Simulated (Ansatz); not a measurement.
System: Ga2O3 (C2/m, No. 12). Method: PBE (plane waves, PAW; Ansatz, an electronic-structure program).

Run with plane-wave cutoff 500 eV, 14×14×8 k mesh (along the axes of the cell as run), Fermi–Dirac smearing 0.05 eV, scalar-relativistic PAW data made under PBE.

Cell (relaxed at this level):

```cif
data_Ga4O6
_chemical_formula_sum 'Ga4 O6'
_space_group_name_H-M_alt 'P 1'
_space_group_IT_number 1
_cell_length_a 6.41635
_cell_length_b 6.41635
_cell_length_c 5.87712
_cell_angle_alpha 103.287
_cell_angle_beta 103.287
_cell_angle_gamma 27.804
loop_
_space_group_symop_operation_xyz
  'x, y, z'
loop_
_atom_site_label
_atom_site_type_symbol
_atom_site_fract_x
_atom_site_fract_y
_atom_site_fract_z
_atom_site_occupancy
Ga1 Ga 0.34150 0.34150 0.68579 1
Ga2 Ga 0.65850 0.65850 0.31421 1
Ga3 Ga 0.91010 0.91010 0.20528 1
Ga4 Ga 0.08990 0.08990 0.79472 1
O1 O 0.50397 0.50397 0.74330 1
O2 O 0.49603 0.49603 0.25670 1
O3 O 0.82629 0.82629 0.43567 1
O4 O 0.17371 0.17371 0.56433 1
O5 O 0.16351 0.16351 0.10919 1
O6 O 0.83649 0.83649 0.89081 1
```

### Question
What does this level give for the band gap?

### Answer

band gap: 2.01 eV (on the SCF k mesh)

Measured, for comparison: band gap 4.85 ± 0.1 eV (room temperature, not corrected to a static lattice, ARPES, indirect, as cited; as tabulated in Mengle et al. (2016), arXiv:1902.02681).

Note: the relaxation could not lower the start's symmetry, so the cell can be a saddle point above a distorted one; the volume lies 5 % above that of the published cell.

Spin–orbit coupling is not included.

The computed numbers hold no vibrational or temperature effects.

Computing time: roughly 19 core-minutes.
